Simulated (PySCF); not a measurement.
# Li2: one state, many levels of theory

State: ¹Σg⁺ (singlet), closed shell. Set-up: PySCF, spin-free X2C with a Gaussian nucleus, basis sets Li x2c-TZVPPall. De refers to Li + Li in their ground configurations, without counterpoise correction.

```
      Level  Re (Å)  ωe (cm⁻¹)  De (eV)
    RHF-MP2   2.751        338     0.68
RHF-SCS-MP2   2.749        338     0.78
   RHF-CCSD   2.713        341     0.96
RHF-CCSD(T)   2.712        340     0.97
        PBE   2.738        330     0.86
       TPSS   2.757        330     0.98
     r²SCAN   2.760        333     0.78
       PBE0   2.736        338     0.83
      B97-3   2.719        343     0.94
        M06   2.695        364     1.06
     M06-2X   2.702        348     1.03
      ωB97X   2.748        347     0.91
```

Which functional lies closest to RHF-CCSD(T) in De, which farthest, and by how much do they differ from it?

Closest is TPSS (+4.5 pm in Re, -2.9 % in ωe, +0.01 eV in De against RHF-CCSD(T) in the same basis), farthest r²SCAN (+4.8 pm in Re, -2.1 % in ωe, -0.19 eV in De). CCSD(T) converges more slowly with the basis than the functionals do and binds too weakly in this one, so the order can change at the basis-set limit.

What does a quarter of exact exchange do here, going from PBE to PBE0?

PBE0 less PBE: -0.2 pm in Re, +2.4 % in ωe, -0.03 eV in De. Exact exchange removes part of the self-interaction that spreads semilocal densities, and in most molecules shortens and stiffens the bond and lowers De; so it does here.

What does the triples do here, going from RHF-CCSD to RHF-CCSD(T)?

RHF-CCSD(T) less RHF-CCSD: -0.1 pm in Re, -0.3 % in ωe, +0.01 eV in De. Correlation nearly always deepens the well. The bond length hardly moves.

Measured (Huber and Herzberg, Constants of Diatomic Molecules (1979)): Re = 2.6729 Å, ωe = 351.43 cm⁻¹.

Correlated steps freeze no core orbitals. Closed-shell solutions of metal pairs were not tested for spin polarisation, which can lower them a little. Where the molecule has an RHF reference, its open-shell atoms are computed with UHF.
